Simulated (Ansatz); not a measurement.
# BHClO radical (SMILES [O]BCl): one structure at several levels

The atoms stand at a structure displaced at random from a GFN2-xTB minimum. How far do the functionals agree with CCSD(T) there?

Computed with Ansatz 0.2.0, Gaussian basis. Level: single points in def2-TZVPP.

Correlated methods freeze the cores. Orbitals are unrestricted.

### 1 Starting geometry

SMILES `[O]BCl`, 4 atoms, charge 0, spin multiplicity 2.

Atoms are counted from 1 here; the program's logs count them from 0.

Bond lengths: O1–B2 1.235 Å, B2–Cl3 1.845 Å, B2–H4 1.264 Å. Angles: O1–B2–Cl3 131.3°, O1–B2–H4 126.6°, Cl3–B2–H4 101.8°.

As a file:

```xyz
4
charge 0, multiplicity 2
O     1.3892    0.1380   -0.3544
B     0.2178   -0.0718   -0.0253
Cl   -1.3276    0.8816   -0.3512
H    -0.1946   -0.9699    0.7635
```

### 2 CCSD(T)/def2-TZVPP

File run/in.yaml:

```yaml
crystal:
  periodic: [false, false, false]
  atoms:
    - {symbol: O, position_ang: [1.389200, 0.138000, -0.354400]}
    - {symbol: B, position_ang: [0.217800, -0.071800, -0.025300]}
    - {symbol: Cl, position_ang: [-1.327600, 0.881600, -0.351200]}
    - {symbol: H, position_ang: [-0.194600, -0.969900, 0.763500]}
basis:
  gaussian: {orbitals: def2-TZVPP}
magnetization: {spin_polarized: true, initial_magnetization: 1}
correlation: {method: ccsd_t}
scf: {omitted_lower_state_checks: [cluster_reference]}
output: {forces: true}
```

No record of the launch command was kept for these runs.

### 3 PBE0-D4/def2-TZVPP

Edit run/in.yaml of step 2 so:

```diff
@@ -10,4 +10,3 @@
 magnetization: {spin_polarized: true, initial_magnetization: 1}
-correlation: {method: ccsd_t}
-scf: {omitted_lower_state_checks: [cluster_reference]}
-output: {forces: true}
+hamiltonian: {xc: pbe0, dispersion: d4}
+output: {forces: true, orbitals: {seedname: orbitals}}
```

### 4 wB97M-V/def2-TZVPP

Edit run/in.yaml of step 3 so:

```diff
@@ -10,3 +10,3 @@
 magnetization: {spin_polarized: true, initial_magnetization: 1}
-hamiltonian: {xc: pbe0, dispersion: d4}
-output: {forces: true, orbitals: {seedname: orbitals}}
+hamiltonian: {xc: {name: wB97M-V}}
+output: {forces: true}
```

### 5 r2SCAN-D4/def2-TZVPP

Edit run/in.yaml of step 4 so:

```diff
@@ -10,3 +10,3 @@
 magnetization: {spin_polarized: true, initial_magnetization: 1}
-hamiltonian: {xc: {name: wB97M-V}}
+hamiltonian: {xc: r2scan, dispersion: d4}
 output: {forces: true}
```

### 6 PBE-D4/def2-TZVPP

Edit run/in.yaml of step 5 so:

```diff
@@ -10,3 +10,3 @@
 magnetization: {spin_polarized: true, initial_magnetization: 1}
-hamiltonian: {xc: r2scan, dispersion: d4}
+hamiltonian: {xc: pbe, dispersion: d4}
 output: {forces: true}
```

### 7 BHLYP-D4/def2-TZVPP

Edit run/in.yaml of step 6 so:

```diff
@@ -10,3 +10,3 @@
 magnetization: {spin_polarized: true, initial_magnetization: 1}
-hamiltonian: {xc: pbe, dispersion: d4}
+hamiltonian: {xc: {name: BHLYP}, dispersion: d4}
 output: {forces: true}
```

### 8 wB97X-V/def2-TZVPP

Edit run/in.yaml of step 7 so:

```diff
@@ -10,3 +10,3 @@
 magnetization: {spin_polarized: true, initial_magnetization: 1}
-hamiltonian: {xc: {name: BHLYP}, dispersion: d4}
+hamiltonian: {xc: {name: wB97X-V}}
 output: {forces: true}
```

(Steps that only read results are left out.)

What does the calculation give? Wanted: energy less free atoms, CCSD(T)/def2-TZVPP; RMS force component; RMS force error; HOMO and LUMO, PBE0-D4; T1 diagnostic.

The runs gave:

| quantity | value |
| --- | --- |
| energy less free atoms, CCSD(T)/def2-TZVPP | -1307.0 kJ/mol |
| RMS force component | 1.346 to 1.940 eV/Å over the methods |
| RMS force error | PBE0-D4 0.392, wB97M-V 0.306, r2SCAN-D4 0.485, PBE-D4 0.615, BHLYP-D4 0.223, wB97X-V 0.161 eV/Å |
| HOMO and LUMO, PBE0-D4 | -9.29 and -5.80 eV |
| T1 diagnostic | 0.040 |

What this shows: Against CCSD(T) the functionals' energies less atoms differ by -142.1 to +0.3 kJ/mol, PBE-D4 by -142.1 kJ/mol. CCSD(T) in triple zeta still lacks some correlation energy of the bonds, so part of these gaps is its own basis error and they don't rank the functionals. The forces of wB97X-V come nearest to CCSD(T), those of PBE-D4 are farthest.
